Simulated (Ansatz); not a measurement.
Species: SiF₄, charge 0, multiplicity 1. SMILES: [Si](F)(F)(F)F
Geometry: optimised at B3LYP-D3(BJ)/def2-TZVP (Ansatz, an electronic-structure program).

Property: enthalpy of formation at 298 K, in kcal/mol. Conventions: six Cartesian d functions in 6-31G* and its kin unless marked 5d; valence correlation only; spin-orbit terms left out; 6-311+G** with 5d, 6d on Na to Ar in Ansatz; dispersion terms only where a functional's name holds one; open shells spin-unrestricted; non-relativistic; LANL2DZ with its own core potentials from Na on. CBS marks a two-point X^-3 extrapolation of the correlation energy; Hartree-Fock from the larger set. [CCSD(T)-MP2]/basis is that difference in the basis named. First-principles rows: single points at B3LYP-D3(BJ) geometries (Ansatz), with unscaled harmonic terms from B3LYP/6-31G* at its own minima, enthalpies of formation by atomisation with measured atoms.

Measured values: G2/97 table in ASE (Curtiss et al.); they hold spin-orbit and core effects, anharmonicity. For F[Si](F)(F)F (enthalpy of formation at 298 K) the tabulated value and RI-MP2/CBS(aug-cc-pV(T+d)Z,aug-cc-pV(Q+d)Z)+[CCSD(T)-MP2]/aug-cc-pV(T+d)Z (Ansatz) part by 3.1 kcal/mol: another conformer or state, missing terms or a fault of the table's entry are possible. 

Value to compare with, the measured value: -386.0 kcal/mol.

```
level                                                                      program  enthalpy of formation at 298 K (kcal/mol)  error
-------------------------------------------------------------------------  -------  -----------------------------------------  -----
B3LYP/STO-3G                                                                Ansatz                                     -264.0  122.0
B3LYP/3-21G                                                                 Ansatz                                     -300.6   85.4
B3LYP/LANL2DZ                                                               Ansatz                                     -241.7  144.3
B3LYP/6-31G                                                                 Ansatz                                     -240.3  145.7
B3LYP/6-31G*                                                                Ansatz                                     -361.4   24.6
B3LYP/6-31+G*                                                               Ansatz                                     -343.1   42.9
B3LYP/def2-SVP                                                              Ansatz                                     -351.9   34.1
B3LYP/cc-pVDZ                                                               Ansatz                                     -323.7   62.3
B3LYP/6-311+G**                                                             Ansatz                                     -334.5   51.5
B3LYP/def2-TZVPD                                                            Ansatz                                     -367.1   18.9
RI-MP2/CBS(aug-cc-pV(T+d)Z,aug-cc-pV(Q+d)Z)+[CCSD(T)-MP2]/aug-cc-pV(T+d)Z   Ansatz                                     -389.1   -3.1
```

9 of the 9 habitual levels lie above the measured value; their mean absolute error is 79.2 kcal/mol, the median 62.3.

The sets are all those run for this method; runs whose electronic state is in doubt are left out.
